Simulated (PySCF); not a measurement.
# Four-centre ligand exchange

Start structure (SiNH$_{6}$F, singlet), relaxed at PBE0-D4/def2-TZVP:

```xyz
9
angstrom
Si 0.0823 -0.6462 0.3263
F 0.1644 -0.4775 -1.2690
H 0.4844 -2.0428 0.6023
H 1.0014 0.3688 0.8853
N -1.4595 -0.3919 0.9826
H 1.6623 1.6514 -1.9307
H 2.1104 2.2484 -1.9138
H -2.1856 -1.0861 0.9231
H -1.8346 0.5319 1.1190
```

The step: SiNH₄F ([NH2][SiH2][F]) + H₂ → SiNH₅ ([NH2][SiH3]) + HF; bonds formed: Si1–H7, F2–H6; bonds broken: Si1–F2, H6–H7. Program: PySCF 2.14 with density fitting (its default auxiliary sets; JK sets also for MP2 and CCSD(T)). Basis: def2-TZVPP and def2-QZVPP. Cores are frozen in the correlated methods. Extrapolation: Hartree–Fock as exp(−7.88 √X), correlation as X^−2.97. Energies below are by CCSD(T) at an estimated basis limit (MP2 extrapolated from triple and quadruple zeta, plus CCSD(T) − MP2 in triple zeta).

**Question.** What are the electronic barrier and the energy of the step, from the start structure to the end structure? (To be estimated.)

**Answer.** The calculation gives: Barrier 2.548 eV; step energy 1.324 eV (uphill); reverse barrier, their difference, 1.224 eV. Barrier and step energy count from the start structure, the reverse barrier from the end structure.

The saddle point: One imaginary mode of 1037i cm⁻¹.
```tsv
pair	start (Å)	saddle (Å)	end (Å)
Si1–H7	4.18	1.70	1.50
F2–H6	2.69	1.20	0.93
Si1–F2	1.61	1.97	3.34
H6–H7	0.75	0.97	1.75
```

Zero-point energy (harmonic, PBE0-D4): ZPE is 1.566 eV at the start and 1.658 eV at the saddle, so the barrier goes from 2.548 to 2.640 eV.

No T1 diagnostic of these runs exceeds 0.013.

Labels in which every atom is bracketed show which atoms are joined, not bond orders.

For scale, one of the runs: CCSD(T)/def2-TZVPP, 188 basis functions, launched by `OMP_NUM_THREADS=4 python run.py`. Time: 3.9 min of wall clock on 4 CPU threads of an Arm Neoverse V2; the host was shared. Peak host memory: 2 GiB.
